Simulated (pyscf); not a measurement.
[H₃C–CH₂–Zn]• + methane (CH₄) → H₃C–CH₂–ZnH + methyl (CH₃•), a hydrogen abstraction (doublet surface; C–H broken, H–Zn formed). PySCF, gas phase, ωB97X-D3(BJ)/def2-SVP geometries. Energies in kJ/mol from the separated reactants.

Small-basis levels: PySCF, no dispersion term, spherical d functions. AM1 to PM7: differences of heats of formation from MOPAC. Open shells are spin-unrestricted. 

```
level                   barrier  reaction energy
----------------------  -------  ---------------
MP2/6-31G*+LANL2DZ        208.0           +175.3
SVWN5/6-31G*+LANL2DZ      176.0           +217.1
BP86/6-31G*+LANL2DZ       191.6           +199.3
PBE/6-31G*+LANL2DZ        190.2           +201.9
B3LYP/3-21G               124.6           +118.9
B3LYP/6-31G*+LANL2DZ      198.8           +192.5
M06-2X/6-31G*+LANL2DZ     209.9           +201.6
PBE/def2-SVP              133.6           +140.5
B3LYP/def2-SVP            148.5           +139.2
PM3                       142.5           +125.6
PM6                       168.4           +164.5
PM7                         1.7            -23.6
ωB97M-D3(BJ)/def2-TZVP    154.2           +134.4
```

Against the last row the barrier runs from -152.5 (PM7) to +55.7 kJ/mol (M06-2X/6-31G*+LANL2DZ). At SVWN5/6-31G*+LANL2DZ, BP86/6-31G*+LANL2DZ, PBE/6-31G*+LANL2DZ, PBE/def2-SVP this geometry lies under one side, so the entry may be no barrier of that level: it is a single point on another level's saddle. ωB97M-D3(BJ)/def2-TZVP has limits of its own. One saddle was located; it need not be the lowest between these sides. The angle at the transferred H is 180°. In the def2 sets elements up to Kr have no core potential.
